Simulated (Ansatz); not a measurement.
The same path of AlClFH3 (6 atoms, charge 0, multiplicity 1) was run 3 times with different band settings. Lost on the way: Cl5–H6. Made: F2–H6.

All numbers below come from RKS r2SCAN/def2-SVP (Ansatz).

Relaxed end points:

```xyz
6
Properties=species:S:1:pos:R:3
Al 0.006 -0.017 0.025
F 0.010 0.225 1.723
H 1.410 0.152 -0.678
H -1.413 0.070 -0.661
Cl 0.084 -2.474 0.921
H 0.063 -1.555 1.870
```

```xyz
6
Properties=species:S:1:pos:R:3
Al 0.016 -0.383 -0.112
F 0.018 -0.031 1.867
H 1.406 0.177 -0.603
H -1.410 0.095 -0.586
Cl 0.081 -2.467 0.614
H 0.048 -0.993 2.021
```

Common settings: movable images 7; climbing image yes; spring 5.0 eV/Å²; start path through a guess of the saddle point; force threshold 0.05 eV/Å; end points relaxed.

| run | optimiser | iteration limit |
| --- | --- | --- |
| 1 | quadratic models (default) | 59 |
| 2 | quadratic models (default) | 10 |
| 3 | fire | 60 |

**Question.** What does each run give, and how far can it be trusted?

**Answer.** Run 1: converged after 5 iterations, highest image 0.032 eV above the first end. A vibrational analysis at the climbing image gives one clearly imaginary mode, 300i cm⁻¹: a first-order saddle point.
Run 2: converged after 5 iterations, highest image 0.032 eV above the first end. Another band between the same ends (7 images) ends at a top of the same energy, where a vibrational analysis finds 1 clearly imaginary mode.
Run 3: converged after 24 iterations, highest image 0.032 eV above the first end. Another band between the same ends (7 images) ends at a top of the same energy, where a vibrational analysis finds 1 clearly imaginary mode.
The orbitals stay closed-shell, which can raise the energy where a bond breaks towards radicals; this wasn't checked here.
